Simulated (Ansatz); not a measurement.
Ideal-gas functions of CH$_{2}$ (triplet) at 600 K and 1 bar, from an Ansatz frequency run at PBE0-D4/def2-TZVP.

Molar mass 14.03 g/mol, point group C2v (symmetry number 2), electronic degeneracy 3, moments of inertia 0.297, 2.001, 2.297 u Å². Harmonic wavenumbers (cm⁻¹, unscaled): 1056, 3152, 3389.

Use S(trans) = R[1.5 ln M + 2.5 ln T − 1.1517]; rotational temperatures θ = 24.2544 K / I; S(rot) = R[ln(√π/σ · √(T³/θAθBθC)) + 1.5]; for each mode x = 1.438777 ν̃/T, S = R[x/(eˣ − 1) − ln(1 − e⁻ˣ)] and H = RT x/(eˣ − 1); 1 cm⁻¹ = 0.0119627 kJ/mol; R = 8.31446 J/(mol·K).

**Question.** By hand: the entropy, in J/(mol·K).

**Answer.** Translation 156.3. Rotation: θ = 81.6646, 12.1211, 10.5592 K, giving 52.8. Vibration, mode by mode: 2.51, 0.04, 0.02, in all 2.6. Electronic 9.1. Sum 220.8 J/(mol·K).

**Question.** By hand: H − E and G − E in kJ/mol, counted from the electronic energy.

**Answer.** Zero-point energy ½ × 7597 × 0.0119627 = 45.4; thermal vibration 1.1; translation, rotation and pV give 4 RT = 20.0. H − E = 66.5 kJ/mol, and G − E = 66.5 − 600 × 220.8/1000 = -66.0 kJ/mol.

Vibration gives 1 % of the entropy.
